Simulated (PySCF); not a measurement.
Estimate the missing entries of this data sheet.

Protonated nitrogen molecule, N2H (charge +1).
Atom-mapped SMILES: `[N:1]#[NH+:2]` (hydrogens: H3 on N2)

```tsv
property	level	value
point group of the GFN2-xTB geometry	GFN2-xTB	?
rotational constant B (linear) of the GFN2-xTB geometry	GFN2-xTB	?
HOMO energy	PBE0/pcSseg-1	?
LUMO energy	PBE0/pcSseg-1	-10.09 eV
1H chemical shifts (computed TMS as zero) by class	GIAO PBE0/pcSseg-1	?
isotropic shieldings of nuclei other than C and H, by class	GIAO PBE0/pcSseg-1	?
largest of the computed one-bond spin–spin couplings (means over like bonds)	B3LYP/pcJ-1	?
```

Electronic properties: PySCF, gas phase, density fitting.

(1) The 1H chemical shifts (computed TMS as zero) by class?

(2) Give the rotational constant B (linear) of the GFN2-xTB geometry.

(3) Give the HOMO energy.

(4) Give the isotropic shieldings of nuclei other than C and H, by class.

(5) What is the point group of the GFN2-xTB geometry?

(6) What are the largest of the computed one-bond spin–spin couplings (means over like bonds)?

Answers

(1) 8.88 (H3) ppm.

(2) 47.814 GHz.

(3) -22.42 eV.

(4) -82 (N1), 32 (N2) ppm.

(5) C∞v.

(6) 15N–1H -164.4 (N2–H3), 15N–15N +3.6 (N1–N2) Hz.

For a rigid linear rotor the levels are B·J(J + 1), so J = 1 lies 2B = 95.63 GHz above J = 0.
